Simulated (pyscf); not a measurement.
A first-order saddle from PySCF, ωB97X-D3(BJ)/def2-SVP:

```
O
H 1 1.3001
O 2 1.1839 1 122.34
H 3 0.9676 2 107.46 1 98.86
H 3 1.1838 4 107.44 2 63.85
Ge 1 1.7721 2 128.84 3 116.10
H 6 1.5385 1 108.36 2 84.38
H 6 1.5386 7 110.18 1 -118.38
H 6 1.5431 7 109.73 8 -120.90
```

Surface: singlet, charge 0. Lowest wavenumbers (cm⁻¹): 2188i, 54, 79, 318, 521.

Problem. What reaction is this the transition state of?

Solution. `[OH][GeH3]` + `[OH2]` <-> `[OH][GeH3]` + `[OH2]`, a four-centre exchange read from left to right: H–O, H–O broken and H–O, H–O formed. At CCSD(T)/def2-TZVPP + ΔMP2(QZVPP) it lies +41.3 kcal/mol from the left side and +41.3 kcal/mol from the right (each side as separated species at their lowest minima found). On the reactant side the descent ends in a complex (not fully relaxed), 6.0 kcal/mol under the separated species and 45.1 kcal/mol under the saddle at ωB97X-D3(BJ)/def2-TZVP. On the product side the descent ends in a complex (not fully relaxed), 6.1 kcal/mol under the separated species and 45.2 kcal/mol under the saddle at ωB97X-D3(BJ)/def2-TZVP. At ωB97X-D3(BJ)/def2-TZVP the barrier from the zero used here is 39.2 kcal/mol. This is the saddle that the search found; another between the same sides may lie lower. The CCSD(T) − MP2 part came from Ansatz, without density fitting, on the same reference. The frozen core leaves the outer d or s,p core shells of the metals and heavy elements correlated in the MP2 and CC values, and def2-TZVPP describes them poorly, which can shift differences by a few kcal/mol. Elements up to Kr have no core potential and no relativistic terms here.
